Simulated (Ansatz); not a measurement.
**How far each method lies from full CI for SbH2⁺, triplet**

Geometry: a point of a stretch scan, not a stationary point.

```xyz
3

Sb    0.0000   -0.0161    0.0044
H     0.0000    1.1265   -1.9998
H     0.0000    0.8213    1.4732
```

Basis def2-SVP with its core potentials; Ansatz 0.2.0. Only valence electrons are correlated (noble-gas cores and the filled d shells of p-block atoms frozen), which leaves 6 electrons in 27 orbitals. R marks a restricted (for open shells ROHF) determinant, U an unrestricted one. Active spaces: pair = (4e, 4o) about the gap; valence = (6e, 6o) chosen from the atoms' valence shells. No spin–orbit coupling is included; scalar relativity enters through the core potentials alone.

Full CI is exact within this basis and frozen core; it isn't the basis-set limit. The frozen core follows each run's orbitals, which can shift R against U totals by a few meV for light atoms and by up to 0.1 eV past Ca.

For open shells CISD is restricted-active-space CI with the open shells as a complete middle space.

* UHF ⟨S²⟩: 2.123
* T1 diagnostic (RCCSD): 0.0981
* largest doubles amplitude (RCCSD): 0.129

```tsv
level	E − E(full CI) (kcal/mol)	share of correlation (%)	wall time
RHF	62.60	0.00	–
RMP2	20.92	66.59	–
CISD	4.58	92.69	2.6 s
RCCSD	2.36	96.23	–
RCCSD(T)	0.85	98.65	12 s
BCCD(T)	0.74	98.82	9 s
RCCSDT	0.06	99.91	–
RCCSDT(Q)	-0.01	100.01	23 s
CASSCF (pair space)	45.96	26.57	–
NEVPT2 (pair space)	12.50	80.04	4.2 s
MRCISD (pair space)	2.31	96.32	–
MRCISD+Q (pair space)	-0.17	100.27	5.5 s
CASSCF (valence space)	32.64	47.86	–
NEVPT2 (valence space)	8.50	86.42	4 s
MRCISD (valence space)	1.14	98.18	–
MRCISD+Q (valence space)	0.01	99.98	4.8 s
```

The correlation energy at full CI, counted from RHF, is -2.714 eV. That run took 44 s on 1 thread of Intel Xeon, shared host over 4,258,800 determinants.

Run but not shown, since their state or frozen core can't be matched to the reference's or they repeat it: UHF, UMP2, UCCSD, UCCSD(T), UCCSDT, UCCSDT(Q).

Times hold each run's SCF and search for its determinant on a shared host, so for small cases they say little of a method's own cost; they ran on 1 thread of Intel Xeon.

More than 5 meV below full CI, which no variational method can be: MRCISD+Q (pair space).

The full-CI state has the irrep A'' of Cs, in the program's axes.

Natural occupations of full CI about the gap: 1.955 1.880 0.997 0.990 0.090 0.037 0.009 0.008 0.007 0.007; effectively unpaired electrons, Σ n²(2−n)², 2.09.
